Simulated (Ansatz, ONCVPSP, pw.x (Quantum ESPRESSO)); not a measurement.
# From atom to crystal: ONCV potential for molybdenum (Mo)

```json
{"Element": "Mo (Z = 42)", "Generator": "ONCVPSP 4.0.1.1 (patched build)", "Type": "optimised norm-conserving Vanderbilt (ONCV)", "Functional": "PBE", "Relativity": "scalar-relativistic", "Frozen core": "[Ar] 3d10", "Valence charge": "14", "Reference configuration": "4s2 4p6 4d5 5s0.75 5p0.25", "Partial waves": "4s+5s: rc 1.86 bohr, ncon 4, nbas 7, qcut 7.2 1/bohr, 2 projectors; 4p+5p: rc 2.06 bohr, ncon 3, nbas 6, qcut 5.3 1/bohr, 2 projectors; 4d: rc 2.34 bohr, ncon 4, nbas 9, qcut 5.4 1/bohr, 2 projectors, debl 3.9 Ha", "Local potential": "polynomial inside 1.38 bohr (lpopt 5, dvloc0 0 Ha)", "Core correction": "Teter function fitted to the true core (icmod 2), fcfact 0.2"}
```

Atomic tests: cutoffs needed: 16 Ha and 20 Ha (the cutoffs (Ha) at which the residual kinetic energy of the hardest occupied pseudo-wave falls to 1 and 0.1 mHa per electron); ghost test: no bound ghost flagged; no localised positive-energy state flagged; configuration tests: 1 of 4 tests not solved or not reliable.

Crystal test: bcc Mo in pw.x 7.5, no spin, 15³ k-points, Fermi–Dirac smearing 0.01 Ry, cutoffs 50/200 Ry. The reference is all-electron LAPW (Ansatz 0.2.0) with the same functional, mesh and smearing; V0 and B0 come from Birch–Murnaghan fits to the pressures at five volumes. Errors are pseudo minus all-electron; Δ is the rms difference of the E(V) curves that follow from these fits, minima aligned, over ±6 % about the mean V0. Mesh and smearing are coarse, so the numbers serve the comparison and aren't converged zero-temperature values; the lattice is a test structure that the element need not adopt.

```tsv
V (Å³/atom)	P all-electron (GPa)	P pseudo (GPa)
15.012	14.82	16.90
15.407	6.93	8.85
15.802	-0.00	1.76
16.197	-6.08	-4.46
16.592	-11.41	-9.92
```

All-electron: a0 = 3.162 Å (V0 = 15.80 Å³/atom), B0 = 259.2 GPa.

Pseudopotential: mean pressure error (GPa): +1.78; a0 (Å): 3.169; a0 error (%): +0.23; B0 error (%): -0.6; Δ (meV/atom): 6.1. Atomic configuration tests: 1 of 4 tests not solved or not reliable.

Problem. At the middle volume, how do free energy and pressure move when the wave cutoff is lowered (ecutrho kept at four times it)?

Solution.

```tsv
cutoff (Ry)	shift of F (meV/atom)	shift of P (GPa)
22	+1440.3	-65.39
30	+163.7	-7.77
40	+8.9	-0.81
```

The run at the middle volume (120 k-points, 8 iterations) took about 23 s on one core of a shared host (Intel(R) Xeon(R) Platinum 8259CL CPU @ 2.50GHz, 48 threads, 187 GiB, load 58).
